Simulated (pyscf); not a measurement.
PySCF, gas phase, ωB97X-D3(BJ)/def2-SVP geometries.

For H₃C–Si•(Cl)–Cl + HCl -> H₃C–Si(Cl)(Cl)–Cl + H•, an atom transfer (doublet surface; Cl–H broken, Cl–Si formed), PBE/def2-TZVP gives ΔE‡ = 32.0 kJ/mol and ΔE = -15.3 kJ/mol (zero: the separated reactants). In which direction and how far do B3LYP-D3(BJ)/def2-TZVP, PBE0-D3(BJ)/def2-TZVP, ωB97M-D3(BJ)/def2-TZVP move these?

B3LYP-D3(BJ): ΔE‡ = 44.1 kJ/mol, ΔE = -16.7 kJ/mol; PBE0-D3(BJ): ΔE‡ = 40.5 kJ/mol, ΔE = -29.7 kJ/mol; ωB97M-D3(BJ): ΔE‡ = 57.8 kJ/mol, ΔE = -35.6 kJ/mol. PBE's barrier lies under all of them, by 8.5 to 25.9 kJ/mol. Its reaction energy lies over all of them, by 1.4 to 20.3 kJ/mol. Low barriers are usual for a GGA, whose delocalisation error favours stretched bonds. One saddle was located; it need not be the lowest between these sides. The angle at the transferred Cl is 174°.
